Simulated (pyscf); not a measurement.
This saddle point was located with ωB97X-D3(BJ)/def2-SVP in PySCF.

```xyz
10

Sn    -1.3468    -1.2916    -0.3884
Ge    -0.6640     1.0102     0.5195
H     -0.0306    -1.8900    -1.2735
H     -2.7869    -1.1152    -1.2599
H     -1.6124    -2.3239     0.9649
H      1.0096     1.5398    -0.1403
H      0.1888     1.0500     1.8217
H     -1.5387     2.2601     0.5388
Cl    -0.7347     1.2635    -2.1997
H      0.6031     1.4946    -0.8876
```

Surface: singlet, charge 0. Lowest wavenumbers (cm⁻¹): 752i, 77, 190, 197, 243.

Problem. Name the species on either side of this saddle.

Solution. H₃Ge–SnH₃ (SMILES [GeH3][SnH3]) + HCl (SMILES Cl) <-> Cl–GeH₂–SnH₃ (SMILES [Cl][GeH2][SnH3]) + H₂ (SMILES [H][H]), a four-centre exchange read from left to right: Ge–H, Cl–H broken and Cl–Ge, H–H formed. At ωB97M-D3(BJ)/def2-TZVP it lies +36.7 kcal/mol from the left side and +48.2 kcal/mol from the right (each side as separated species at their lowest minima found). At the saddle there is also a short Ge–H contact that neither side keeps. The same reactants have a lower exit, to Cl–SnH₂–GeH₃ + H₂ (barrier +30.2 kcal/mol at ωB97M-D3(BJ)/def2-TZVP, against +36.7 kcal/mol here). Cl–GeH₂–SnH₃ lies 5.2 kcal/mol over its isomer Cl–SnH₂–GeH₃ (electronic energy, ωB97M-D3(BJ)/def2-TZVP). This is the saddle that the search found; another between the same sides may lie lower. Elements up to Kr have no core potential and no relativistic terms here. Elements past Kr carry the def2 core potentials, without spin-orbit coupling.
